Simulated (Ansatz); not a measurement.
Bi₂S₃ (Pnma, No. 62), treated with r²SCAN+rVV10 (Ansatz, a first-principles code, PAW).

Settings: plane-wave cutoff 500 eV, 4×10×4 k mesh (along the axes of the cell as run), Fermi–Dirac smearing 0.05 eV, scalar-relativistic PAW data made under PBE.

Cell (relaxed at this level):

```xyz
20
Lattice="11.3539 0.0000 0.0000 0.0000 3.9860 0.0000 0.0000 0.0000 11.0809" Properties=species:S:1:pos:R:3 pbc="T T T"
Bi     0.1500     0.9965     3.6075
Bi    11.2039     2.9895     7.4734
Bi     5.5269     2.9895     9.1480
Bi     5.8270     0.9965     1.9329
Bi     1.8262     2.9895     0.3610
Bi     9.5277     0.9965    10.7199
Bi     3.8508     0.9965     5.9015
Bi     7.5031     2.9895     5.1795
S      5.1190     2.9895     4.1164
S      6.2349     0.9965     6.9645
S      0.5579     0.9965     9.6569
S     10.7960     2.9895     1.4241
S      1.3801     2.9895     4.9043
S      9.9738     0.9965     6.1767
S      4.2969     0.9965    10.4448
S      7.0570     2.9895     0.6362
S      8.1076     0.9965     3.3991
S      3.2463     2.9895     7.6818
S      8.9233     2.9895     8.9396
S      2.4306     0.9965     2.1413
```

### Question
Estimate the band gap that the calculation returns.

### Answer

- band gap: 1.61 eV (on the SCF k mesh)

Measured, for comparison: band gap 1.3 eV (temperature not stated, no zero-point or thermal correction; as tabulated in Wikipedia's data pages).

Note: the relaxation could not lower the start's symmetry, so the cell can be a saddle point above a distorted one.

Spin–orbit coupling is not included; with these elements it can move the gap by several tenths of an eV or more.

Computed values are for the static lattice.
